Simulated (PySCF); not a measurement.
Energies from PySCF (xtb for GFN2), thermal terms from the rigid-rotor harmonic-oscillator model, ideal gas at 1 bar. 'Table' is the NASA 1993 thermochemical table (part measured, part estimated). Open shells (unrestricted): ClO (multiplicity 2, electronic degeneracy 4). GFN2 has no spin-polarisation term. Spin-orbit splitting is ignored; it lowers the true energy and changes the entropy of ClO. The harmonic model lacks anharmonicity and excited electronic states, which grow with temperature; levels with a mode under 35 cm⁻¹ are left out. The table's entry may be an old estimate for ClO (not checked at source).

Harmonic frequencies at GFN2-xTB (cm⁻¹): 885. Point group C∞v; S°(298 K) = 226.5 J/mol/K at this level.

**Question.** Work out Cp and S° of gaseous ClO at 500, 800, 1200, 1600, 2000 K from these, and set them beside the table.

**Answer.** 
```
T (K)  Cp GFN2-xTB  Cp table  S° GFN2-xTB  S° table
-----  -----------  --------  -----------  --------
500           34.1      34.4        243.4     243.7
800           35.9      36.3        259.8     260.4
1200          36.7      37.2        274.6     275.3
1600          37.0      37.7        285.2     286.1
2000          37.1      38.1        293.4     294.5
```
Units J/mol/K.
